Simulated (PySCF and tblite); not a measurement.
Results of a calculation; reference values are marked as such.
C₃H₆Cl₂, numbered as in [CH3:1][C@H:2]([Cl:3])[CH2:4][Cl:5].

Level: PBE0-D3(BJ)/def2-TZVP//PBE0-D3(BJ)/def2-SVP, thermal terms from GFN2-xTB, symmetry numbers and mirror pairs counted. Conformers within 4 kcal/mol (GFN2-xTB free energy) were kept, 5 at most. GIAO shieldings: PBE0/pcSseg-1. Shifts are against TMS (¹H), TMS (¹³C) at the same level; of two unlike H on one atom, a is the less shielded. Codes: tblite and PySCF.

(1) Predict the averaged NMR shifts at 298.15 K.

(2) How do the conformers differ?

(3) Which signal moves most, for its nucleus, between 220 and 380 K through the change of populations alone?

Shifts are unscaled: against experiment ¹³C can be off by 15 ppm or more and ¹H by 0.8 ppm.

Results:

(1) ¹H: 3.63 (H2, 1H), 3.51 (H4a, 1H), 3.13 (H4b, 1H), 1.48 (H1, 3H) ppm. ¹³C: 61.1 (C2), 54.2 (C4), 23.2 (C1) ppm.

(2) Torsions listed: Cl3–C2–C4–Cl5.
```csv
conformer,shape,weight %
1,173°,85.7
2,65°,7.4
3,-67°,6.9
```

```
signal     1     2     3  average
    H1  1.49  1.37  1.49     1.48
    H2  3.60  3.67  3.93     3.63
   H4a  3.55  3.16  3.43     3.51
   H4b  3.06  3.36  3.69     3.13
    C1  23.1  24.8  23.1     23.2
    C2  60.9  64.0  61.3     61.1
    C4  53.8  56.6  57.5     54.2
```

(3) H4b: 3.09 ppm at 220 K, 3.11 ppm at 260 K, 3.13 ppm at 298.15 K, 3.14 ppm at 340 K, 3.16 ppm at 380 K.
